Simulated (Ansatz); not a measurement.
```yaml
crystal:
  periodic: [false, false, false]
  atoms:
    - {symbol: Zn, position_ang: [0.000000, 0.000000, 0.000000]}
    - {symbol: S, position_ang: [0.000000, 0.000000, 2.270000]}
basis:
  gaussian: {orbitals: def2-TZVP}
magnetization: {spin_polarized: true, initial_magnetization: 2}
hamiltonian: {xc: pbe0}
relax: {f_tol: 0.004, max_steps: 80}
```

```sh
$ ansatz run in.yaml --threads 1 --pin off --events-out ev --progress --plain --max-ram 2176MiB
```

Steps of the relaxation (energy above the last step; positions in Å, forces in eV/Å):

```
2
step 1, 0.9 meV
Zn    0.000    0.000    0.000    0.000    0.000    0.117
S     0.000    0.000    2.270    0.000    0.000   -0.117
```

```
2
step 2, 0.2 meV
Zn    0.000    0.000    0.004    0.000    0.000    0.053
S     0.000    0.000    2.266    0.000    0.000   -0.053
```

```
2
step 3, 0.0 meV
Zn    0.000    0.000    0.007    0.000    0.000   -0.001
S     0.000    0.000    2.263    0.000    0.000    0.001
```

Close pairs at the end: Zn1–S2 2.255 Å.

A stationary point of unrestricted PBE0 after 3 steps, with ⟨S²⟩ = 2.008 against 2.00 for a pure state. 8 s on 1 thread of Intel Xeon 6975P-C, shared host.
